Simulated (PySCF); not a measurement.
Species: C3H5ClO (charge +1 and doublet state).
Structure used (GFN2-xTB), in Å, numbered top down from 1:
```xyz
10
C3H5ClO angstrom
C      1.7063    0.0826    0.1319
C      0.4510    0.4429   -0.2395
Cl     0.1711    1.8310   -1.1654
C     -0.7589   -0.3517    0.1409
O     -1.8978    0.2293   -0.3594
H      1.8869   -0.8046    0.7205
H      2.5666    0.6712   -0.1483
H     -0.7870   -0.4437    1.2469
H     -0.6271   -1.3931   -0.2205
H     -2.7021   -0.2592   -0.1296
```

The hyperfine couplings belong to this conformer and change with its torsions.

The species is `[CH2+][C](Cl)CO` [radical] (charge +1).

Level of theory: UKS B3LYP, pcH-1 on C Cl H O, non-relativistic, mean-field spin-orbit, GIAO (PySCF 2.14.0). The structure is a single GFN2-xTB conformer in the gas phase; no vibrational or solvent corrections. A GFN2-xTB geometry isn't a minimum of the functional, and hyperfine couplings can be far from their values at a DFT geometry, by a factor of two or more for some ions and for spin on atoms past the first row. The SCF solution wasn't tested for stability.

Problem. What is the g tensor, term by term?

Solution. 
| Δg (ppt) | 1 | 2 | 3 |
| --- | --- | --- | --- |
| relativistic mass correction | -0.21 | -0.21 | -0.21 |
| gauge correction | 0.00 | 0.04 | 0.04 |
| orbital Zeeman/spin–orbit | -0.06 | 10.73 | 24.62 |
| total | -0.27 | 10.56 | 24.45 |

So g = 2.00205, 2.01288, 2.02677 and g_iso = 2.01390; the tensor is rhombic: the two nearest values differ by 44 % of g3 − g1. Axes: g3 points within 4° of the C1–H6 bond.

Problem. What effective moment and Curie constant follow for a powder?

Solution. With the mean of g² = 4.0559 and S(S+1) = 0.75: μ_eff = √(⟨g²⟩S(S+1)) = 1.744 μB and χT = 0.12505·⟨g²⟩·S(S+1) = 0.380 cm³ K/mol (cgs; spin-Hamiltonian part alone).

Problem. At 34.197 GHz, how far is the centre of the isotropic spectrum from where a free electron (g = 2.002319) resonates?

Solution. B = hν/(g μB) with μB/h = 13.99624 MHz/mT gives 1220.23 mT for the free electron and 1213.22 mT at g_iso, 7.02 mT lower.

Problem. What are the electron Larmor frequencies g μB B/h along the three axes at 340 mT?

Solution. 9.5272, 9.5787, 9.6449 GHz for g1, g2 and g3, a range of 117.7 MHz.

Problem. In a frozen sample, at which fields do the three g values resonate at 9.5, 34, 94 and 263 GHz (hyperfine left aside), and which band first spreads them over more than twice a line width of 1.0 mT?

Solution. 
```csv
band,GHz,B(g3) mT,B(g2) mT,B(g1) mT,spread mT
X,9.5,334.89,337.21,339.03,4.14
Q,34.0,1198.57,1206.84,1213.37,14.80
W,94.0,3313.68,3336.56,3354.60,40.92
J,263.0,9271.26,9335.26,9385.76,114.49
```

The spread grows in proportion to the frequency. X band is the first where it exceeds 2.0 mT.

The largest Mulliken spin populations are on C1 (+0.54), Cl3 (+0.21) and O5 (+0.14). The angles at C1 add up to 360.0°, so it is planar.

The HOMO–LUMO gaps are 6.23 eV among the α and 2.24 eV among the β orbitals.

The SMILES draws the unpaired electron on C2; the largest computed Mulliken spin population is on C1 (0.54 against 0.06).
